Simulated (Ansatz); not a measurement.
Zinc-blende BeSe, treated with LC-ωPBE (Ansatz, a quantum-chemistry and plane-wave program, plane waves, PAW).

Run with plane-wave cutoff 460 eV, 8×8×8 k mesh, Fermi–Dirac smearing 0.01 eV, scalar-relativistic PAW data made under PBE.

Pressure at four volumes; x = ln(V/16.650 Å³). One pressure is withheld.

| V (Å³/atom) | x | P (GPa) |
|---|---|---|
| 15.818 | -0.0513 | ? |
| 16.234 | -0.0253 | 2.54 |
| 16.650 | 0.0000 | 0.18 |
| 17.483 | 0.0488 | -3.78 |

### Question
Pass a parabola P(x) through the three rows shown, estimate the bulk modulus and its pressure derivative near zero pressure, and predict the withheld pressure.

### Answer
Slopes between the rows: (0.18 − (2.54))/(0.0000 − (-0.0253)) = -93.28 and (-3.78 − (0.18))/(0.0488 − (0.0000)) = -81.15 GPa. Their difference over the span 0.0741 is c = 12.13/0.0741 = 163.7 GPa, so P(x) = 2.54 + (-93.28)(x − (-0.0253)) + 163.7 (x − (-0.0253))(x − (0.0000)). At the middle row B = −dP/dx = −[-93.28 + 163.7 × 0.0253] = 89.1 GPa, and B′ = dB/dP = 2c/B = 3.7. At x = -0.0513 the parabola gives 5.18 GPa; the run gives 5.20 GPa. The Birch–Murnaghan fit to the energies at all volumes has B0 = 88.3 GPa and B′ = 3.7.

Measured, for comparison: bulk modulus 92.2 GPa (temperature not stated, no zero-point or thermal correction; as tabulated in Inakpenu et al., APS March Meeting 2017, C27.9). Computed (rounded) less measured: bulk modulus -4 %.
